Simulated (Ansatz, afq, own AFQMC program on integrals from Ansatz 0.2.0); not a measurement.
# SiNH3, triplet in cc-pVTZ, levels against AFQMC with the constraint released

```
atom   x (Å)    y (Å)    z (Å)
  Si  0.0000  -0.0298   0.5045
   N  0.0000   0.1142  -1.0818
   H  0.0000  -1.2620   1.3427
   H  0.0000   1.2045   1.3150
   H  0.0000  -0.7003  -1.6823
```

Connectivity, by distances: SiH2–NH.

Basis cc-pVTZ. Only valence electrons are correlated. Integrals, coupled cluster, full CI and functionals: Ansatz 0.2.0; the random walks run on the same integrals in our own AFQMC program. ph-AFQMC/CISD is guided by a CISD state made of CCSD amplitudes; releasing the constraint for a short imaginary time cuts its bias at the price of noise, slowly where states lie close. Uncertainties: one standard error, sampling alone.

Determinant: ROHF, the one that the program's search chose, which needn't be the lowest solution. The geometry is a PBE0/def2-TZVP stationary point of this or a neighbouring charge and spin state.

No full CI on the walks' own integrals is used here. The released AFQMC energy serves as the reference, which it does only where one determinant dominates, the energy is flat over the last release times and near the phaseless one (40 meV or 2 meV an electron, half that with transition metals). On small molecules, where full CI could be run and the noise was under 10 meV, such values lay within 10 meV of it in 19 cases of 20, a flattering rate, since the rule was set on those same cases; what remains of the bias isn't in the error bar.

Cautions: another spin lies lower (by 3.59 eV); the released value is read at 1.50 1/Eh (meV from the phaseless value at times in 1/Eh: -9 ± 4 at 0.24, -12 ± 5 at 0.50, -18 ± 7 at 1.00, -4 ± 9 at 1.50).

- T1 diagnostic: 0.0183
- weight of the determinant in the CISD state: 0.880
- size of the correlated space: 12 electrons in 100 orbitals

```
  level  correlation energy (eV)
    MP2                  -7.8007
   CCSD                  -8.6848
CCSD(T)                  -8.9647
```

Estimate where AFQMC with the constraint released lies against CCSD(T) on the same integrals.

0.66 ± 0.20 kcal/mol below CCSD(T).

Reference: AFQMC with the constraint released, correlation energy -8.993 ± 0.009 eV.

```json
{"level": "CCSD(T)", "E − E(reference) (kcal/mol)": "0.66 ± 0.20", "share of correlation (%)": "99.68"}
{"level": "ph-AFQMC/HF", "E − E(reference) (kcal/mol)": "1.23 ± 0.86", "share of correlation (%)": "99.41"}
{"level": "ph-AFQMC/CISD", "E − E(reference) (kcal/mol)": "0.10 ± 0.23", "share of correlation (%)": "99.95"}
```

A walk keeps the symmetry of its determinant, which the program's search chose and which needn't be the lowest solution, so a lower state of the same spin and another symmetry isn't excluded. Released energies are given only where the last usable release times agree within the noise; a slower fall can still hide under it.
